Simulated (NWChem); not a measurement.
System: propene (C3H6); SMILES C=CC

The following NWChem deck was run.

```
start job
memory heap 200 mb stack 900 mb global 1100 mb
geometry units angstroms
  C     -1.227562     0.103079    -0.266305
  C      0.073780    -0.023454     0.452159
  C      1.252176    -0.088953    -0.137367
  H     -1.874164    -0.740177    -0.024012
  H     -1.742186     1.011757     0.045454
  H     -1.077808     0.134465    -1.342672
  H      0.003105    -0.061157     1.532068
  H      1.350755    -0.053672    -1.210299
  H      2.167810    -0.180167     0.421684
end
basis spherical
  C library 6-31g*
  H library 6-31g*
end
dft
  xc b3lyp
  iterations 150
end
driver
  maxiter 150
  linopt 0
end
task dft optimize
```

Output (shortened):

```
             Northwest Computational Chemistry Package (NWChem) 7.3.0
             --------------------------------------------------------

 CS  symmetry detected

                             Geometry "geometry" -> ""
                             -------------------------

 Output coordinates in angstroms (scale by  1.889725989 to convert to a.u.)

  No.       Tag          Charge          X              Y              Z
 ---- ---------------- ---------- -------------- -------------- --------------
    1 C                    6.0000    -0.16889441    -1.22240530     0.00000000
    2 C                    6.0000     0.45629936     0.13215177     0.00000000
    3 C                    6.0000    -0.21530996     1.26766447     0.00000000
    4 H                    1.0000     0.14860417    -1.78286897    -0.87913543
    5 H                    1.0000     0.14860417    -1.78286897     0.87913543
    6 H                    1.0000    -1.25377738    -1.15165085     0.00000000
    7 H                    1.0000     1.53914073     0.14078072     0.00000000
    8 H                    1.0000    -1.29315669     1.28746490     0.00000000
    9 H                    1.0000     0.27801511     2.22467753     0.00000000

 Effective nuclear repulsion energy (a.u.)      71.2495590015

      Symmetry information
      --------------------

 Group name             Cs
 Group number              2
 Group order               2
 No. of unique centers     8

                                Z-matrix (autoz)
                                --------

 Units are Angstrom for bonds and degrees for angles

[...]

      ----------------------
      Optimization converged
      ----------------------

  Step       Energy      Delta E   Gmax     Grms     Xrms     Xmax
  ---- ---------------- -------- -------- -------- -------- --------
@    4    -117.90521500 -3.1D-07  0.00005  0.00001  0.00045  0.00155
                                     ok       ok       ok       ok

                                Z-matrix (autoz)
                                --------

 Units are Angstrom for bonds and degrees for angles

      Type          Name      I     J     K     L     M      Value     Gradient
      ----------- --------  ----- ----- ----- ----- ----- ---------- ----------
    1 Stretch                  1     2                       1.50235    0.00002
    2 Stretch                  1     4                       1.09854    0.00000
    3 Stretch                  1     5                       1.09854    0.00000
    4 Stretch                  1     6                       1.09528   -0.00001
    5 Stretch                  2     3                       1.33362   -0.00005
    6 Stretch                  2     7                       1.09114   -0.00000
    7 Stretch                  3     8                       1.08849   -0.00002
    8 Stretch                  3     9                       1.08677   -0.00002
    9 Bend                     1     2     3               125.21261   -0.00000
   10 Bend                     1     2     7               115.90426   -0.00000
   11 Bend                     2     1     4               111.18372    0.00000
   12 Bend                     2     1     5               111.18372    0.00000
   13 Bend                     2     1     6               111.52547    0.00000
   14 Bend                     2     3     8               121.63754   -0.00001
   15 Bend                     2     3     9               121.83303   -0.00000
   16 Bend                     3     2     7               118.88313    0.00001
   17 Bend                     4     1     5               106.55041   -0.00001
   18 Bend                     4     1     6               108.09642    0.00000
   19 Bend                     5     1     6               108.09642    0.00000
   20 Bend                     8     3     9               116.52943    0.00001
   21 Torsion                  1     2     3     8           0.00000   -0.00000
   22 Torsion                  1     2     3     9         180.00000    0.00000
   23 Torsion                  3     2     1     4         120.72792    0.00000
   24 Torsion                  3     2     1     5        -120.72792   -0.00000
   25 Torsion                  3     2     1     6           0.00000   -0.00000
   26 Torsion                  4     1     2     7         -59.27208    0.00000
   27 Torsion                  5     1     2     7          59.27208   -0.00000
   28 Torsion                  6     1     2     7         180.00000   -0.00000
   29 Torsion                  7     2     3     8         180.00000    0.00000
   30 Torsion                  7     2     3     9          -0.00000    0.00000

                         Geometry "geometry" -> "geometry"
                         ---------------------------------

 Output coordinates in angstroms (scale by  1.889725989 to convert to a.u.)

[...]
```

Level: B3LYP/6-31G* (spherical d).
